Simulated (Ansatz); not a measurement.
**CH₂ClF: small, medium and large basis sets**

How large a basis does CH₂ClF need? Two functionals and correlated methods are run in growing sets.

Computed with Ansatz 0.2.0, Gaussian basis. Level: one geometry, several basis sets.

Levels to be run: PBE0-D4/def2-SVP; ωB97M-V/def2-SVP; PBE0-D4/def2-QZVPP; ωB97M-V/def2-QZVPP; CCSD(T)/cc-pV(D+d)Z; CCSD(T)/cc-pV(T+d)Z; CCSD(T)/cc-pV(Q+d)Z; the functionals' def2-TZVPP values are taken from earlier runs.

## 1. The geometry

An earlier PBE0-D4 in a triple-zeta def2 set relaxation fixed the geometry.

SMILES `FCCl`, 5 atoms, charge 0, spin multiplicity 1.

Atoms are counted from 1 here; the program's logs count them from 0.

Bond lengths: F1–C2 1.355 Å, C2–Cl3 1.766 Å, C2–H4 1.089 Å, C2–H5 1.089 Å. Angles: F1–C2–Cl3 110.5°, F1–C2–H4 109.3°, F1–C2–H5 109.3°, Cl3–C2–H4 107.8°, Cl3–C2–H5 107.8°, H4–C2–H5 112.3°.

## 2. PBE0-D4 in def2-SVP

Contents of in.yaml:

```yaml
crystal:
  periodic: [false, false, false]
  atoms:
    - {symbol: F, position_ang: [-0.961009, 0.545405, 0.757837]}
    - {symbol: C, position_ang: [0.093432, 0.074628, 0.049805]}
    - {symbol: Cl, position_ang: [-0.411882, -1.247859, -1.006489]}
    - {symbol: H, position_ang: [0.841965, -0.316888, 0.737580]}
    - {symbol: H, position_ang: [0.487493, 0.871114, -0.580232]}
basis:
  gaussian: {orbitals: def2-SVP}
hamiltonian: {xc: pbe0, dispersion: d4}
output: {orbitals: {seedname: orbitals}}
```

Command:

```
$ ansatz run in.yaml --threads 4 --pin off --events-out ev --progress --plain --max-ram 10444MiB
```

Output:

```text
Functional definition: PBE0
  name "PBE0"
  cite "Adamo & Barone, J. Chem. Phys. 110, 6158 (1999) doi:10.1063/1.478522"
  cite "Perdew, Burke & Ernzerhof, Phys. Rev. Lett. 77, 3865 (1996) doi:10.1103/PhysRevLett.77.3865"
  parent pbe
  parameter a = 0.25
  parameter kappa = 0.804
  parameter beta = 0.06672455060314922
  exchange = (1 - a)*pbe_x(kappa = kappa, mu = beta*pi^2/3) + a*exact_x
  correlation = pbe_c(beta = beta)
541 factors; integrals over basis functions are off by at most 1.4e-3 eV
mean field evaluation 1: about -16293.1092 eV, gradient 2.0e1 eV
mean field evaluation 2: about -16293.0801 eV, gradient 2.1e1 eV
mean field evaluation 4: about -16293.8244 eV, gradient 6.9e-1 eV
mean field evaluation 8: about -16293.9701 eV, gradient 4.9e-2 eV
mean field evaluation 16: about -16293.9702 eV, gradient 5.9e-5 eV
mean field -16293.97015111 eV, -598.7923586036 hartree, gradient 5.9e-5 eV, S^2 0.000000; 0 other end points of the search recorded, 0 dependent functions left out
reference -16293.97016666 eV, -598.7923591752 hartree; 17, 17 occupied and 39, 39 virtual orbitals, 541 factors
Total energy: -16294.01933226 eV, -598.7941659776 hartree
```

Run time: 0.4 s. Hardware: 4 threads of Arm Neoverse V2, shared host.

## 3. ωB97M-V in def2-SVP

Edit in.yaml of step 2 so:

```diff
@@ -10,3 +10,3 @@
   gaussian: {orbitals: def2-SVP}
-hamiltonian: {xc: pbe0, dispersion: d4}
+hamiltonian: {xc: {name: wB97M-V}}
 output: {orbitals: {seedname: orbitals}}
```

Launched as before.

Output, cut to the lines that bear on the results:

```text
Functional definition: wB97M-V
  name "wB97M-V"
  cite "Mardirossian & Head-Gordon, J. Chem. Phys. 144, 214110 (2016) doi:10.1063/1.4952647"
  cite "Becke, J. Chem. Phys. 107, 8554 (1997) doi:10.1063/1.475007"
  cite "Vydrov & Van Voorhis, J. Chem. Phys. 133, 244103 (2010) doi:10.1063/1.3521275"
  # Of w^i u^j: cxij and so on, Table III.
[...]
  gx(w, u) = 1 - cx + cx01*u + cx10*w
  gss(w, u) = css00 + css04*u^4 + css10*w + css20*w^2 + css43*w^4*u^3
  gos(w, u) = cos00 + cos10*w + (cos20 + cos21*u)*w^2 + (cos60 + cos61*u)*w^6
[...]
      + integral(e_c_pw_mod_opposite_spin*gos(b97_w_opposite, b97_u_opposite)) + vv10(b, c)
541 factors; integrals over basis functions are off by at most 1.4e-3 eV
124 factors; integrals over basis functions are off by at most 1.1e-5 eV
[...]
mean field -16300.01162827 eV, -599.0143787943 hartree, gradient 2.3e-5 eV, S^2 0.000000; 0 other end points of the search recorded, 0 dependent functions left out
reference -16300.01165050 eV, -599.0143796111 hartree; 17, 17 occupied and 39, 39 virtual orbitals, 541 factors
Total energy: -16300.01165050 eV, -599.0143796111 hartree
```

Run time: 1.4 s. Hardware: 4 threads of Arm Neoverse V2, shared host.

## 4. PBE0-D4 in def2-QZVPP

Edit in.yaml of step 3 so:

```diff
@@ -9,4 +9,4 @@
 basis:
-  gaussian: {orbitals: def2-SVP}
-hamiltonian: {xc: {name: wB97M-V}}
+  gaussian: {orbitals: "def2-QZVPP.json"}
+hamiltonian: {xc: pbe0, dispersion: d4}
 output: {orbitals: {seedname: orbitals}}
```

Launched as before.

Output:

```text
Functional definition: PBE0
  name "PBE0"
  cite "Adamo & Barone, J. Chem. Phys. 110, 6158 (1999) doi:10.1063/1.478522"
  cite "Perdew, Burke & Ernzerhof, Phys. Rev. Lett. 77, 3865 (1996) doi:10.1103/PhysRevLett.77.3865"
  parent pbe
  parameter a = 0.25
  parameter kappa = 0.804
  parameter beta = 0.06672455060314922
  exchange = (1 - a)*pbe_x(kappa = kappa, mu = beta*pi^2/3) + a*exact_x
  correlation = pbe_c(beta = beta)
852 factors; their error is unknown
mean field evaluation 1: about -16302.1537 eV, gradient 2.7e1 eV
mean field evaluation 2: about -16301.6598 eV, gradient 3.3e1 eV
mean field evaluation 4: about -16303.5402 eV, gradient 1.3e0 eV
mean field evaluation 8: about -16303.5558 eV, gradient 3.8e-2 eV
mean field evaluation 16: about -16303.5558 eV, gradient 6.8e-6 eV
mean field -16303.55582849 eV, -599.1446257499 hartree, gradient 6.8e-6 eV, S^2 0.000000; 0 other end points of the search recorded, 0 dependent functions left out
reference -16303.55585343 eV, -599.1446266663 hartree; 17, 17 occupied and 227, 227 virtual orbitals, 852 factors
Total energy: -16303.60501902 eV, -599.1464334687 hartree
```

It took 1.7 s on 4 threads of Arm Neoverse V2, shared host; peak memory 0.49 GiB.

## 5. ωB97M-V in def2-QZVPP

Edit in.yaml of step 4 so:

```diff
@@ -10,3 +10,3 @@
   gaussian: {orbitals: "def2-QZVPP.json"}
-hamiltonian: {xc: pbe0, dispersion: d4}
+hamiltonian: {xc: {name: wB97M-V}}
 output: {orbitals: {seedname: orbitals}}
```

Same command.

Output, cut to the lines that bear on the results:

```text
Functional definition: wB97M-V
  name "wB97M-V"
  cite "Mardirossian & Head-Gordon, J. Chem. Phys. 144, 214110 (2016) doi:10.1063/1.4952647"
  cite "Becke, J. Chem. Phys. 107, 8554 (1997) doi:10.1063/1.475007"
  cite "Vydrov & Van Voorhis, J. Chem. Phys. 133, 244103 (2010) doi:10.1063/1.3521275"
  # Of w^i u^j: cxij and so on, Table III.
[...]
  gx(w, u) = 1 - cx + cx01*u + cx10*w
  gss(w, u) = css00 + css04*u^4 + css10*w + css20*w^2 + css43*w^4*u^3
  gos(w, u) = cos00 + cos10*w + (cos20 + cos21*u)*w^2 + (cos60 + cos61*u)*w^6
[...]
      + integral(e_c_pw_mod_opposite_spin*gos(b97_w_opposite, b97_u_opposite)) + vv10(b, c)
836 factors; their error is unknown
159 factors; integrals over basis functions are off by at most 7.9e-5 eV
[...]
mean field -16309.66392093 eV, -599.3690940070 hartree, gradient 2.8e-5 eV, S^2 0.000000; 0 other end points of the search recorded, 0 dependent functions left out
reference -16309.66396029 eV, -599.3690954535 hartree; 17, 17 occupied and 227, 227 virtual orbitals, 836 factors
Total energy: -16309.66396029 eV, -599.3690954535 hartree
```

Run time: 3.9 s. Hardware: 4 threads of Arm Neoverse V2, shared host; peak memory 0.59 GiB.

## 6. Functionals by basis

The def2-TZVPP values come from earlier runs at the same geometry.

```csv
functional,basis,functions,energy (eV),from the largest (eV),HOMO (eV),LUMO (eV)
PBE0-D4,def2-SVP,56,-16294.0193,9.586,-8.61,1.33
PBE0-D4,def2-TZVPP,132,-16303.0272,0.578,-8.82,0.71
PBE0-D4,def2-QZVPP,244,-16303.6050,0.000,-8.88,0.30
ωB97M-V,def2-SVP,56,-16300.0117,9.652,-10.90,3.39
ωB97M-V,def2-TZVPP,132,-16309.1062,0.558,-11.15,2.67
ωB97M-V,def2-QZVPP,244,-16309.6640,0.000,-11.21,1.79
```

## 7. CCSD(T) in cc-pV(D+d)Z

Edit in.yaml of step 5 so:

```diff
@@ -9,4 +9,3 @@
 basis:
-  gaussian: {orbitals: "def2-QZVPP.json"}
-hamiltonian: {xc: {name: wB97M-V}}
-output: {orbitals: {seedname: orbitals}}
+  gaussian: {orbitals: "cc-pV(D+d)Z.json"}
+correlation: {method: ccsd_t}
```

The command is unchanged.

Output, cut to the lines that bear on the results:

```text
Functional definition: HF
  name "HF"
  cite "Fock, Z. Phys. 61, 126 (1930) doi:10.1007/BF01340294"
  parent pbe
[...]
584 factors; integrals over basis functions are off by at most 1.1e-3 eV
[...]
mean field -16271.58112682 eV, -597.9695771370 hartree, gradient 2.6e-6 eV, S^2 0.000000; 0 other end points of the search recorded, 0 dependent functions left out
7 core orbitals not correlated: weight in the atoms' cores, before any rotation towards them, 1.000 or more for the frozen orbitals, at most 0.000 for the correlated occupied ones
reference -16271.58112682 eV, -597.9695771370 hartree; 10, 10 occupied and 44, 44 virtual orbitals, 584 factors
second order -12.65625369 eV of doubles, -0.00000000 eV of singles
cycle   1  -13.08232833 eV  change   -4.3e-1 eV  update   7.1e-2
[...]
cycle   9  -13.42427130 eV  change   -6.8e-6 eV  update   1.0e-5
perturbative correction -0.29690770 eV, -0.0109111567 hartree
Total energy: -16285.30230583 eV, -598.4738211647 hartree
```

It took 0.45 s on 4 threads of Arm Neoverse V2, shared host.

## 8. CCSD(T) in cc-pV(T+d)Z

Edit in.yaml of step 7 so:

```diff
@@ -9,3 +9,4 @@
 basis:
-  gaussian: {orbitals: "cc-pV(D+d)Z.json"}
+  gaussian: {orbitals: "cc-pV(T+d)Z.json"}
 correlation: {method: ccsd_t}
+output: {orbitals: {seedname: orbitals}}
```

Launched as before.

Output, cut to the lines that bear on the results:

```text
Functional definition: HF
  name "HF"
  cite "Fock, Z. Phys. 61, 126 (1930) doi:10.1007/BF01340294"
  parent pbe
[...]
753 factors; integrals over basis functions are off by at most 1.0e-3 eV
[...]
mean field -16273.33817349 eV, -598.0341474109 hartree, gradient 1.2e-6 eV, S^2 0.000000; 0 other end points of the search recorded, 0 dependent functions left out
7 core orbitals not correlated: weight in the atoms' cores, before any rotation towards them, 1.000 or more for the frozen orbitals, at most 0.000 for the correlated occupied ones
reference -16273.33817349 eV, -598.0341474109 hartree; 10, 10 occupied and 110, 110 virtual orbitals, 753 factors
second order -16.67108699 eV of doubles, -0.00000000 eV of singles
cycle   1  -16.95162780 eV  change   -2.8e-1 eV  update   7.7e-2
[...]
cycle   9  -17.37593543 eV  change   -8.9e-6 eV  update   1.3e-5
perturbative correction -0.62811287 eV, -0.0230827222 hartree
Total energy: -16291.34222179 eV, -598.6957839822 hartree
```

Run time: 2.2 s. Hardware: 4 threads of Arm Neoverse V2, shared host; peak memory 0.48 GiB.

## 9. CCSD(T) in cc-pV(Q+d)Z

Edit in.yaml of step 8 so:

```diff
@@ -9,4 +9,3 @@
 basis:
-  gaussian: {orbitals: "cc-pV(T+d)Z.json"}
+  gaussian: {orbitals: "cc-pV(Q+d)Z.json"}
 correlation: {method: ccsd_t}
-output: {orbitals: {seedname: orbitals}}
```

The command is unchanged.

Output, cut to the lines that bear on the results:

```text
Functional definition: HF
  name "HF"
  cite "Fock, Z. Phys. 61, 126 (1930) doi:10.1007/BF01340294"
  parent pbe
[...]
1406 factors; integrals over basis functions are off by at most 7.4e-4 eV
[...]
mean field -16273.74342512 eV, -598.0490401336 hartree, gradient 1.0e-6 eV, S^2 0.000000; 0 other end points of the search recorded, 0 dependent functions left out
7 core orbitals not correlated: weight in the atoms' cores, before any rotation towards them, 1.000 or more for the frozen orbitals, at most 0.000 for the correlated occupied ones
reference -16273.74342512 eV, -598.0490401336 hartree; 10, 10 occupied and 217, 217 virtual orbitals, 1406 factors
second order -18.15737407 eV of doubles, -0.00000000 eV of singles
cycle   1  -18.28799313 eV  change   -1.3e-1 eV  update   7.8e-2
[...]
cycle   9  -18.72829541 eV  change   -1.2e-5 eV  update   1.4e-5
perturbative correction -0.73226655 eV, -0.0269102994 hartree
Total energy: -16293.20398708 eV, -598.7642025947 hartree
```

Wall time 19 s (4 threads of Arm Neoverse V2, shared host); peak memory 2.8 GiB.

Energy pieces by basis (eV):

```csv
basis,HF,MP2 correlation,CCSD correlation,(T),total
cc-pV(D+d)Z,-16271.5811,-12.6563,-13.4243,-0.2969,-16285.3023
cc-pV(T+d)Z,-16273.3382,-16.6711,-17.3759,-0.6281,-16291.3422
cc-pV(Q+d)Z,-16273.7434,-18.1574,-18.7283,-0.7323,-16293.2040
```

## 10. The basis-set limit

No new run: Hartree-Fock is extrapolated as exp(−5.46√X) and correlation as X^−3.05, with X = 3 and 4.

```csv
level,energy at the limit (eV)
HF,-16273.8655
MP2,-16293.0810
CCSD,-16293.5566
CCSD(T),-16294.3630
```

```csv
basis,HF above its limit (eV),share of the MP2 correlation limit (%)
cc-pV(D+d)Z,2.284,65.9
cc-pV(T+d)Z,0.527,86.8
cc-pV(Q+d)Z,0.122,94.5
```

## 11. Results

| quantity | value |
| --- | --- |
| MP2 correlation recovered, cc-pV(D+d)Z | 65.9 % |
| MP2 correlation recovered, cc-pV(T+d)Z | 86.8 % |
| MP2 correlation recovered, cc-pV(Q+d)Z | 94.5 % |
| CCSD(T) limit from def2 sets (earlier runs) less the limit of this series | -60 meV |
| PBE0-D4: double and triple zeta above quadruple | 9.59, 0.58 eV |
| ωB97M-V: double and triple zeta above quadruple | 9.65, 0.56 eV |

What this shows: PBE0-D4 gains 9.01 eV from double to triple zeta, then 0.58 eV more. In cc-pV(D+d)Z MP2 holds 66 % of its limit, in cc-pV(Q+d)Z 94 %, while Hartree-Fock is within 0.122 eV in the largest set. A limit from the def2 sets, made apart, differs by 60 meV, a least measure of the doubt on such a limit. Total energies overstate the basis error of differences, where much of it tends to cancel. The LUMO of ωB97M-V is positive and keeps falling with the basis (3.39 to 1.79 eV): an unbound level that the basis holds in place.

For PBE0-D4 the largest set took about 4 times as long as the smallest (1.7 s against 0.4 s).
